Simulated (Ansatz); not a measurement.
Isomers of C₃H₅F₃, relaxed with PBE0-D4/def2-TZVP in Ansatz; electronic energies, one conformer each and not always the lowest. Functionals use def2-TZVPP; CBS adds triple-zeta CCSD(T) − MP2 to the MP2 limit of def2-TZVPP and def2-QZVPP.

Problem. Order them by energy at frozen-core CCSD(T)/CBS, lowest first. (An estimate is asked.)
A. `CC(F)C(F)F`
B. `CCC(F)(F)F`
C. `CC(F)(F)CF`

Solution. B (0.0 kcal/mol), C (11.9 kcal/mol), A (14.2 kcal/mol).

Problem. How do ωB97M-V, PBE0-D4, B3LYP-D4, B3LYP place them (kcal/mol, against `CCC(F)(F)F`)? (Estimate.)

Solution. The calculation gave: 
```json
{"isomer": "`CC(F)C(F)F`", "ωB97M-V": "14.8", "PBE0-D4": "15.0", "B3LYP-D4": "13.3", "B3LYP": "13.2"}
{"isomer": "`CC(F)(F)CF`", "ωB97M-V": "12.5", "PBE0-D4": "12.9", "B3LYP-D4": "11.2", "B3LYP": "11.2"}
```

B3LYP here is the variant with VWN-RPA as its local correlation; programs differ in this.
